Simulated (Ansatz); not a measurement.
**SiHO (quartet): from Hartree-Fock to the top rungs, def2-QZVPP**

One table from this session's results is given with a row withheld; the runs are named, their logs left out.

Computed with Ansatz 0.2.0, Gaussian basis. Level: def2-QZVPP, core rule «outside noble gas», up to 6 orbitals frozen.

To be run: UHF; ROHF; CCSD(T) on UHF.

2 further runs of the same task are left out: 2 set aside as unsound or not needed.

**The system**

The geometry is a PBE0/def2-TZVP stationary point (not a proven minimum) of the parent state, kept for this charge and spin.

3 atoms, charge 0, spin multiplicity 4.

Atoms are counted from 1 here; the program's logs count them from 0.

Bond lengths: Si1–O2 1.650 Å, O2–H3 0.962 Å. Angles: Si1–O2–H3 118.7°.

The first run:

in.yaml

```yaml
crystal:
  periodic: [false, false, false]
  atoms:
    - {symbol: Si, position_ang: [0.000000, 0.030957, 0.632254]}
    - {symbol: O, position_ang: [0.000000, -0.098798, -1.012863]}
    - {symbol: H, position_ang: [0.000000, 0.705682, -1.539731]}
basis:
  gaussian: {orbitals: "def2-QZVPP.json"}
magnetization: {spin_polarized: true, initial_magnetization: 3}
hamiltonian: {xc: hf}
output: {orbitals: {seedname: orbitals}}
```

Launch:

```bash
> ansatz run in.yaml --threads 1 --pin off --events-out ev --progress --plain --max-ram 4096MiB --backend cpu
```

Steps of the session up to this table: UHF; ROHF; CCSD(T) on UHF.

One of the session's tables, all rows but one given; the rest of the session is left out.

```
  method  from UCCSD(T) (meV)
    ROHF                    ?
     UHF              +9084.0
    UMP2               +554.5
   UCCSD               +349.9
UCCSD(T)                    0
```

Q: Estimate the row for ROHF from the others.

As computed: from UCCSD(T) (meV): +9121.0. In the column «from UCCSD(T) (meV)» it is the highest.
